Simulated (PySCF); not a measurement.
# Spin–spin coupling constants

Molfile (atoms numbered from 1):
```
C3H6N
     RDKit          3D

 10  9  0  0  0  0  0  0  0  0999 V2000
    1.9985   -0.0893    0.0340 C   0  0  0  0  0  0  0  0  0  0  0  0
    0.5725   -0.0297    0.1965 C   0  0  0  0  0  0  0  0  0  0  0  0
   -0.5669    0.0172    0.3240 N   0  0  0  0  0  0  0  0  0  0  0  0
   -1.9726    0.0765    0.4839 C   0  0  0  0  0  0  0  0  0  0  0  0
    2.4135    0.9307    0.0672 H   0  0  0  0  0  0  0  0  0  0  0  0
    2.2358   -0.5549   -0.9359 H   0  0  0  0  0  0  0  0  0  0  0  0
    2.4339   -0.6919    0.8470 H   0  0  0  0  0  0  0  0  0  0  0  0
   -2.4490   -0.3502   -0.4101 H   0  0  0  0  0  0  0  0  0  0  0  0
   -2.2708    1.1274    0.6064 H   0  0  0  0  0  0  0  0  0  0  0  0
   -2.2524   -0.5033    1.3751 H   0  0  0  0  0  0  0  0  0  0  0  0
  1  2  1  0
  2  3  3  0
  3  4  1  0
  1  5  1  0
  1  6  1  0
  1  7  1  0
  4  8  1  0
  4  9  1  0
  4 10  1  0
M  CHG  1   3   1
M  END
```

Indirect spin–spin couplings were computed at B3LYP/pcJ-1 (spin–dipole term only in couplings to heteroatoms) (PySCF 2.14) on a PBE0-D3(BJ)/def2-SVP structure, for the isolated molecule, without vibrational or relativistic corrections. Couplings are averaged over pairs made equivalent by symmetry, fast rotation or ring inversion, so a value needn't be that of the named pair in this geometry, while other rotamers aren't included; one pair stands for each set, and the list holds those of at least 1.5 Hz over up to four bonds.

Isotopes: ¹³C, ¹H, ¹⁵N.

| pair | bonds | J (Hz) |
| --- | --- | --- |
| C1, C2 | 1 | 69.2 |
| C1, H5 | 1 | 151.9 |
| C2, N3 | 1 | ? |
| N3, C4 | 1 | ? |
| C4, H8 | 1 | 160.6 |
| C2, C4 | 2 | 2.8 |
| C2, H5 | 2 | -9.9 |
| N3, H8 | 2 | 3.6 |
| H5, H6 | 2 | -20.5 |
| H8, H9 | 2 | -18.5 |
| C2, H8 | 3 | ? |
| N3, H5 | 3 | ? |
| C1, H8 | 4 | -1.6 |

Estimate the withheld couplings, with signs.

## Answers


- ¹J(C2,N3) = -76.2 Hz (bond length 1.147 Å)
- ¹J(N3,C4) = -13.3 Hz (bond length 1.416 Å)
- ³J(C2,H8) = 5.6 Hz
- ³J(N3,H5) = -3.1 Hz
